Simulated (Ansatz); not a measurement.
For 1T (CdI2-type) TiTe2, LDA in Ansatz (PAW) gives:

lattice constant a: 3.666 Å
c axis length: 6.340 Å

Question: What does r²SCAN+rVV10 (Ansatz, a first-principles code, plane waves, PAW) give for the same quantities?

Answer: 
- lattice constant a: 3.782 Å (grows by 3.2 %)
- lattice parameter c: 6.616 Å (goes up by 4.4 %)

Changes are worked out from the printed values.

Unless a cell is named, each level is at its own relaxed cell (LDA 24.60, r²SCAN+rVV10 27.32 Å³/atom).

Caveats: the cell comes from a level without a dispersion term, which matters for the spacing of layers, chains or molecules (LDA). Ansatz's density-functional and Hartree–Fock values are scalar-relativistic unless marked +SOC, with PAW data made under PBE.
